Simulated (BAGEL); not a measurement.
**C3H9P (trimethylphosphine): a chain of runs**

We compute a single-point energy (HF/6-31G*), then a single-point energy (NEVPT2(2,2)/6-31G*), then the energy (CASPT2(2,2)/6-31G*) of C3H9P (trimethylphosphine). 

Program for the calculation: BAGEL 1.2.2.

1 further run of the same task is left out (set aside as unsound or not needed).

## 1. The structure to begin with

C3H9P: 13 atoms, total charge 0, spin state singlet. As SMILES, `CP(C)C`. The C1–H5 distance was set to 2.512 Å, away from the relaxed value. At this shape a bond of the SMILES string is far longer than usual.

Bond lengths: C1–P2 1.839 Å, P2–C3 1.839 Å, P2–C4 1.839 Å, C1–H6 1.092 Å, C1–H7 1.094 Å, C3–H8 1.094 Å, C3–H9 1.092 Å, C3–H10 1.092 Å, C4–H11 1.092 Å, C4–H12 1.092 Å, C4–H13 1.094 Å. Some angles: C1–P2–C3 99.4°, C1–P2–C4 99.4°, C3–P2–C4 99.4°, P2–C1–H6 109.5°, P2–C1–H7 112.3°, P2–C3–H8 112.3°, P2–C3–H9 109.5°, P2–C3–H10 109.5°, P2–C4–H11 109.5°, P2–C4–H12 109.5°.

## 2. The energy at HF/6-31G(d) (density fitting with svp-jkfit, spherical functions) (run 1)

calc.json reads:

```json
{ "bagel" : [

{
  "title" : "molecule",
  "basis" : "6-31gs.json",
  "df_basis" : "svp-jkfit",
  "angstrom" : "false",
  "geometry" : [
    { "atom" : "C", "xyz" : [     0.37027294,     2.48436624,     1.22492236 ] },
    { "atom" : "P", "xyz" : [     2.54623588,    -0.22164598,     1.07839300 ] },
    { "atom" : "C", "xyz" : [     3.57832870,    -0.29719723,     4.39620405 ] },
    { "atom" : "C", "xyz" : [     0.23111351,    -2.81281954,     1.14774595 ] },
    { "atom" : "H", "xyz" : [    -1.98254947,     2.85206915,    -2.88152998 ] },
    { "atom" : "H", "xyz" : [     1.44993016,     4.22406701,     1.48483529 ] },
    { "atom" : "H", "xyz" : [    -0.99749193,     2.30947209,     2.76614520 ] },
    { "atom" : "H", "xyz" : [     1.98534627,    -0.27270638,     5.71474156 ] },
    { "atom" : "H", "xyz" : [     4.69653634,    -1.99914127,     4.73189500 ] },
    { "atom" : "H", "xyz" : [     4.78735658,     1.33097190,     4.77964838 ] },
    { "atom" : "H", "xyz" : [     1.21790959,    -4.61412538,     1.35104269 ] },
    { "atom" : "H", "xyz" : [    -0.80086593,    -2.86346420,    -0.63891451 ] },
    { "atom" : "H", "xyz" : [    -1.12383902,    -2.61383138,     2.69734027 ] }
  ]
},

{ "title" : "hf" },

{ "title" : "print", "file" : "orbitals.molden", "orbitals" : "true" }

]}
```

The basis set 6-31G* is read from a file made from the Basis Set Exchange's data (not shown).

Command:

```console
$ BAGEL_NUM_THREADS=1 BAGEL calc.json > calc.out
```

What it wrote:

```text
* using 1 threads per process

  ===============================================================
  ===============================================================

  *** Geometry ***

  { "atom" : "C", "xyz" : [      0.370273,      2.484366,      1.224922 ] },
  { "atom" : "P", "xyz" : [      2.546236,     -0.221646,      1.078393 ] },
  { "atom" : "C", "xyz" : [      3.578329,     -0.297197,      4.396204 ] },
[... 9 lines of this table left out ...]
  { "atom" : "H", "xyz" : [     -1.123839,     -2.613831,      2.697340 ] },

  Number of auxiliary basis functions:      515

  Since a DF basis is specified, we compute 2- and 3-index integrals:
    o Being stored without compression. Storage requirement is 0.025 GB

  Number of basis functions:       78
  Number of electrons      :       42

    * METHOD: MOLECULE                             0.24

  *** RHF ***

  === Nuclear Repulsion ===
   174.4125659255

      * DIIS with orbital gradients will be used.

  === RHF iteration (6-31gs.json) ===
      0       -459.16575956          0.01572084           0.06
      1       -459.28277217          0.00997160           0.06
      2       -459.33704601          0.00245544           0.05
[... 12 lines of this table left out ...]
     15       -459.34214475          0.00000001           0.05
    * SCF iteration converged.

    * Permanent dipole moment:
           (   -0.187807,     0.240146,    -1.237183) a.u.

    * METHOD: HF                                   1.01

    * METHOD: PRINT                                0.01

  ===============================================================
```

It took 1.4 s on 1 thread of Arm Neoverse V2, shared host; peak memory 0.15 GiB.

## 3. A single-point energy at NEVPT2(2,2)/6-31G(d) (density fitting with svp-jkfit, spherical functions) (run 2)

job.json reads:

```json
{ "bagel" : [

{
  "title" : "molecule",
  "basis" : "6-31gs.json",
  "df_basis" : "svp-jkfit",
  "angstrom" : false,
  "geometry" : [
    { "atom" : "C", "xyz" : [  0.37027294,  2.48436624,  1.22492236 ] },
    { "atom" : "P", "xyz" : [  2.54623588, -0.22164598,  1.07839300 ] },
    { "atom" : "C", "xyz" : [  3.57832870, -0.29719723,  4.39620405 ] },
    { "atom" : "C", "xyz" : [  0.23111351, -2.81281954,  1.14774595 ] },
    { "atom" : "H", "xyz" : [ -1.98254947,  2.85206915, -2.88152998 ] },
    { "atom" : "H", "xyz" : [  1.44993016,  4.22406701,  1.48483529 ] },
    { "atom" : "H", "xyz" : [ -0.99749193,  2.30947209,  2.76614520 ] },
    { "atom" : "H", "xyz" : [  1.98534627, -0.27270638,  5.71474156 ] },
    { "atom" : "H", "xyz" : [  4.69653634, -1.99914127,  4.73189500 ] },
    { "atom" : "H", "xyz" : [  4.78735658,  1.33097190,  4.77964838 ] },
    { "atom" : "H", "xyz" : [  1.21790959, -4.61412538,  1.35104269 ] },
    { "atom" : "H", "xyz" : [ -0.80086593, -2.86346420, -0.63891451 ] },
    { "atom" : "H", "xyz" : [ -1.12383902, -2.61383138,  2.69734027 ] }
  ]
},
{ "title" : "hf" },
{ "title" : "nevpt2", "nstate" : 1, "nact" : 2, "nclosed" : 20, "active" : [21, 22], "maxiter" : 200, "natocc" : true, "ncore" : 8 },
{ "title" : "print", "file" : "orbitals.molden", "orbitals" : true }

]}
```

The basis set 6-31G* is read from a file made from the Basis Set Exchange's data (not shown).

Command:

```console
$ BAGEL_NUM_THREADS=1 BAGEL job.json > job.out
```

What it wrote:

```text
* using 1 threads per process

  ===============================================================
  ===============================================================

  *** Geometry ***

  { "atom" : "C", "xyz" : [      0.370273,      2.484366,      1.224922 ] },
  { "atom" : "P", "xyz" : [      2.546236,     -0.221646,      1.078393 ] },
  { "atom" : "C", "xyz" : [      3.578329,     -0.297197,      4.396204 ] },
[... 9 lines of this table left out ...]
  { "atom" : "H", "xyz" : [     -1.123839,     -2.613831,      2.697340 ] },

[... 23 lines left out ...]
    * SCF iteration converged.
[... 1 line left out ...]
    * Permanent dipole moment:
[... 28 lines left out ...]
    * Second-order optimization converged. *
[... 9 lines left out ...]
     * ci vector, state   0, <S^2> = 0.0000
       2.     0.8730312837
       .2    -0.4876642058

  === DF-NEVPT2 calculation ===

    * 3-index integral transformation done
    * assembly done

      NEVPT2 correlation energy:   -0.4734067727      0.14

          (+0)     -0.4302914761
          (+0)'    -0.0085899287
          (+1)     -0.0078700119
          (+1)'    -0.0000000000
          (+2)     -0.0001769302
          (-1)     -0.0261742865
          (-1)'     0.0000000000
          (-2)     -0.0003041393

      NEVPT2 total energy:       -459.9068406112

    * METHOD: NEVPT2                               3.01

    * METHOD: PRINT                                0.01

  ===============================================================
```

It took 4.5 s on 1 thread of Arm Neoverse V2, shared host; peak memory 0.15 GiB.

## 4. A single-point energy at CASPT2(2,2)/6-31G(d) (density fitting with svp-jkfit, spherical functions) (run 3)

caspt2.json reads:

```json
{ "bagel" : [

{
  "title" : "molecule",
  "basis" : "6-31gs.json",
  "df_basis" : "svp-jkfit",
  "geometry" : [
    { "atom" : "C", "xyz" : [     0.37027294,     2.48436624,     1.22492236 ] },
    { "atom" : "P", "xyz" : [     2.54623588,    -0.22164598,     1.07839300 ] },
    { "atom" : "C", "xyz" : [     3.57832870,    -0.29719723,     4.39620405 ] },
    { "atom" : "C", "xyz" : [     0.23111351,    -2.81281954,     1.14774595 ] },
    { "atom" : "H", "xyz" : [    -1.98254947,     2.85206915,    -2.88152998 ] },
    { "atom" : "H", "xyz" : [     1.44993016,     4.22406701,     1.48483529 ] },
    { "atom" : "H", "xyz" : [    -0.99749193,     2.30947209,     2.76614520 ] },
    { "atom" : "H", "xyz" : [     1.98534627,    -0.27270638,     5.71474156 ] },
    { "atom" : "H", "xyz" : [     4.69653634,    -1.99914127,     4.73189500 ] },
    { "atom" : "H", "xyz" : [     4.78735658,     1.33097190,     4.77964838 ] },
    { "atom" : "H", "xyz" : [     1.21790959,    -4.61412538,     1.35104269 ] },
    { "atom" : "H", "xyz" : [    -0.80086593,    -2.86346420,    -0.63891451 ] },
    { "atom" : "H", "xyz" : [    -1.12383902,    -2.61383138,     2.69734027 ] }
  ]
},

{ "title" : "hf" },

{ "title" : "casscf", "nstate" : 1, "nact" : 2, "nclosed" : 20, "active" : [21, 22], "maxiter" : 200, "natocc" : true },

{ "title" : "print", "file" : "orbitals.molden", "orbitals" : true },

{ "title" : "smith", "method" : "caspt2", "ms" : true, "xms" : true, "sssr" : true, "shift" : 0.2, "shift_imag" : true, "ncore" : 8 }

]}
```

The basis set 6-31G* is read from a file made from the Basis Set Exchange's data (not shown).

Command:

```console
$ BAGEL_NUM_THREADS=1 BAGEL caspt2.json > caspt2.out
```

What it wrote:

```text
* using 1 threads per process

  ===============================================================
  ===============================================================

  *** Geometry ***

  { "atom" : "C", "xyz" : [      0.370273,      2.484366,      1.224922 ] },
  { "atom" : "P", "xyz" : [      2.546236,     -0.221646,      1.078393 ] },
  { "atom" : "C", "xyz" : [      3.578329,     -0.297197,      4.396204 ] },
[... 9 lines of this table left out ...]
  { "atom" : "H", "xyz" : [     -1.123839,     -2.613831,      2.697340 ] },

[... 25 lines left out ...]
    * Permanent dipole moment:
[... 37 lines left out ...]
     * ci vector, state   0, <S^2> = 0.0000
[... 21 lines left out ...]
       #      aibj      arbs      arbi      airj      risj      airs      arst      rist         Etot      error   time
[... 7 lines left out ...]
      ------------------------------------------------------------------------------------------------------------------

    * CASPT2 energy : state  0     -459.9114012612
        w/o shift correction       -459.9082677675
        reference weight              0.8486553504

    * METHOD: SMITH                                0.44

  ===============================================================
```

It took 4.8 s on 1 thread of Arm Neoverse V2, shared host; peak memory 0.16 GiB.

## 5. What came out

| quantity | value |
| --- | --- |
| run 1, HF/6-31G*: total energy | -459.34214 Eh |
| run 1, HF/6-31G*: dipole moment | 3.24 D |
| run 1, HF/6-31G*: HOMO energy | -8.49 eV |
| run 1, HF/6-31G*: LUMO energy | 0.26 eV |
| run 1, HF/6-31G*: HOMO–LUMO gap | 8.76 eV |
| run 2, NEVPT2(2,2)/6-31G*: total energy | -459.90684 Eh |
| run 3, CASPT2(2,2)/6-31G*: total energy | -459.91140 Eh |

**Reading.** One bond (run 1, HF/6-31G*) is far stretched, which a spin-restricted single reference describes badly; a broken-symmetry solution may lie lower.
